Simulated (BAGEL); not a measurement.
# AlH (SMILES [AlH]): HF/6-31G(d) (density fitting with cc-pvqz-jkfit, spherical functions)

Aim: the energy change on altering one bond length of AlH at HF/6-31G* (density fitting with cc-pvqz-jkfit, spherical functions), from 2 runs. 

Program for the calculation: BAGEL 1.2.2.

4 further runs of the same task are left out: 4 set aside as unsound or not needed.

**1. The system as given**

AlH has 2 atoms, charge 0, and is taken as a singlet. SMILES: `[AlH]`. Geometry: relaxed at PBE0-D4/def2-TZVP.

Bond lengths: Al1–H2 1.665 Å.

**2. A single-point energy at HF/6-31G(d) (density fitting with cc-pvqz-jkfit, spherical functions)**

File calc.json:

```json
{ "bagel" : [

{
  "title" : "molecule",
  "basis" : "6-31gs.json",
  "df_basis" : "cc-pvqz-jkfit",
  "angstrom" : true,
  "geometry" : [
    { "atom" : "Al", "xyz" : [    0.000000,    0.000000,   -0.025640 ] },
    { "atom" : "H", "xyz" : [    0.000000,    0.000000,    1.639110 ] }
  ]
},
{
  "title" : "hf"
},
{
  "title" : "print",
  "file" : "orbitals.molden",
  "orbitals" : true
}

]}
```

The basis set 6-31G* is read from a file made from the Basis Set Exchange's data (not shown).

Started as:

```sh
$ BAGEL_NUM_THREADS=1 BAGEL calc.json > calc.out
```

Log:

```text
* using 1 threads per process

  ===============================================================
  ===============================================================

  *** Geometry ***

  { "atom" : "Al", "xyz" : [      0.000000,      0.000000,     -0.048453 ] },
  { "atom" : "H", "xyz" : [      0.000000,      0.000000,      3.097469 ] },

  Number of auxiliary basis functions:      199

  Since a DF basis is specified, we compute 2- and 3-index integrals:
    o Being stored without compression. Storage requirement is 0.001 GB

  Number of basis functions:       20
  Number of electrons      :       14

    * METHOD: MOLECULE                             0.02

  *** RHF ***

  === Nuclear Repulsion ===
     4.1323344278

      * DIIS with orbital gradients will be used.

  === RHF iteration (6-31gs.json) ===
      0       -242.42349933          0.00818974           0.00
      1       -242.43596466          0.00242201           0.00
      2       -242.43714354          0.00066793           0.00
      3       -242.43725213          0.00005032           0.00
      4       -242.43725355          0.00000846           0.00
      5       -242.43725360          0.00000050           0.00
      6       -242.43725360          0.00000008           0.00
      7       -242.43725360          0.00000001           0.00
    * SCF iteration converged.

    * Permanent dipole moment:
           (    0.000000,     0.000000,    -0.158660) a.u.

    * METHOD: HF                                   0.03

    * METHOD: PRINT                                0.00

  ===============================================================
```

Wall time 0.2 s (1 thread of Arm Neoverse V2, shared host).

**3. The distorted shape at the same level**

File hf.json:

```json
{ "bagel": [

{
  "title": "molecule",
  "basis": "6-31gs.json",
  "df_basis": "cc-pvqz-jkfit",
  "angstrom": true,
  "geometry": [
    { "atom": "Al", "xyz": [    0.000000,    0.000000,   -0.857990 ] },
    { "atom": "H", "xyz": [    0.000000,    0.000000,    1.639110 ] }
  ]
},
{
  "title": "hf"
},
{
  "title": "print",
  "file": "orbitals.molden",
  "orbitals": true
}

]}
```

The basis set 6-31G* is read from a file made from the Basis Set Exchange's data (not shown).

Started as:

```sh
$ BAGEL_NUM_THREADS=1 BAGEL hf.json > hf.out
```

Log:

```text
* using 1 threads per process

  ===============================================================
  ===============================================================

  *** Geometry ***

  { "atom" : "Al", "xyz" : [      0.000000,      0.000000,     -1.621366 ] },
  { "atom" : "H", "xyz" : [      0.000000,      0.000000,      3.097469 ] },

  Number of auxiliary basis functions:      199

  Since a DF basis is specified, we compute 2- and 3-index integrals:
    o Being stored without compression. Storage requirement is 0.001 GB

  Number of basis functions:       20
  Number of electrons      :       14

    * METHOD: MOLECULE                             0.02

  *** RHF ***

  === Nuclear Repulsion ===
     2.7549171994

      * DIIS with orbital gradients will be used.

  === RHF iteration (6-31gs.json) ===
      0       -242.34564837          0.01594924           0.00
      1       -242.37762561          0.00287625           0.00
      2       -242.37888905          0.00095413           0.00
      3       -242.37907688          0.00006930           0.00
      4       -242.37907868          0.00001043           0.00
      5       -242.37907876          0.00000173           0.00
      6       -242.37907876          0.00000029           0.00
      7       -242.37907876          0.00000004           0.00
      8       -242.37907876          0.00000001           0.00
    * SCF iteration converged.

    * Permanent dipole moment:
           (    0.000000,    -0.000000,     1.301805) a.u.

    * METHOD: HF                                   0.03

    * METHOD: PRINT                                0.00

  ===============================================================
```

It took 0.2 s on 1 thread of Arm Neoverse V2, shared host.

**4. Outcome**

Level: HF/6-31G* (density fitting with cc-pvqz-jkfit, spherical functions).

| quantity | value |
| --- | --- |
| first shape: total energy | -242.43725 Eh |
| first shape: dipole moment | 0.40 D |
| first shape: HOMO energy | -7.80 eV |
| first shape: LUMO energy | 0.83 eV |
| first shape: HOMO–LUMO gap | 8.63 eV |
| distorted shape: total energy | -242.37908 Eh |
| distorted shape: dipole moment | 3.31 D |
| distorted shape: HOMO energy | -7.54 eV |
| distorted shape: LUMO energy | 0.33 eV |
| distorted shape: HOMO–LUMO gap | 7.88 eV |
| energy change with the Al1–H2 bond stretched from 1.665 to 2.497 Å | 1.583 eV |

One bond (distorted shape) is far stretched, which a spin-restricted single reference describes badly; a broken-symmetry solution may lie lower. With the Al1–H2 bond stretched from 1.665 to 2.497 Å the energy rises by 1.58 eV (153 kJ/mol). The first shape isn't relaxed at this level, so the change isn't measured from a minimum. A restricted reference can't describe the breaking bond well at this length.
